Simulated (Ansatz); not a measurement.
**CH₂N (quartet): the correlation ladder, def2-QZVPP**

An exercise on one series of results from a longer session: the logs are not shown, and one member is left open.

Computed with Ansatz 0.2.0, Gaussian basis. Level: def2-QZVPP, core rule «outside noble gas», up to 2 orbitals frozen.

The runs, in order: UHF; ROHF; CCSD(T) on UHF.

**The system**

The geometry is a PBE0/def2-TZVP stationary point (not a proven minimum).

4 atoms, charge 0, spin multiplicity 4.

Atoms are counted from 1 here; the program's logs count them from 0.

Bond lengths: N1–C2 1.365 Å, N1–H3 1.004 Å, N1–H4 1.004 Å. Angles: C2–N1–H3 120.7°, C2–N1–H4 120.7°, H3–N1–H4 118.6°.

Geometry (Å):

```
N     0.0000    0.0000    0.5481
C     0.0000    0.0000   -0.8171
H     0.0000    0.8633    1.0602
H     0.0000   -0.8633    1.0602
```

Set-up of the first run:

Input file in.yaml:

```yaml
crystal:
  periodic: [false, false, false]
  atoms:
    - {symbol: N, position_ang: [0.000000, 0.000000, 0.548062]}
    - {symbol: C, position_ang: [0.000000, 0.000000, -0.817088]}
    - {symbol: H, position_ang: [0.000000, 0.863263, 1.060214]}
    - {symbol: H, position_ang: [0.000000, -0.863263, 1.060214]}
basis:
  gaussian: {orbitals: "def2-QZVPP.json"}
magnetization: {spin_polarized: true, initial_magnetization: 3}
hamiltonian: {xc: hf}
output: {orbitals: {seedname: orbitals}}
```

On the command line:

```console
$ ansatz run in.yaml --threads 1 --pin off --events-out ev --progress --plain --max-ram 2393MiB
```

Among the steps run: UHF; ROHF; CCSD(T) on UHF.

One table of the session follows, with a row left open; its other results are not shown here.

```
  method  from UCCSD(T) (meV)
    ROHF              +9157.8
     UHF              +9048.8
    UMP2               +770.8
   UCCSD                    ?
UCCSD(T)                    0
```

Q: Estimate the row for UCCSD from the others.

**Answer.** from UCCSD(T) (meV): +333.6. In the column «from UCCSD(T) (meV)» it lies between UCCSD(T) (0) and UMP2 (+770.8).
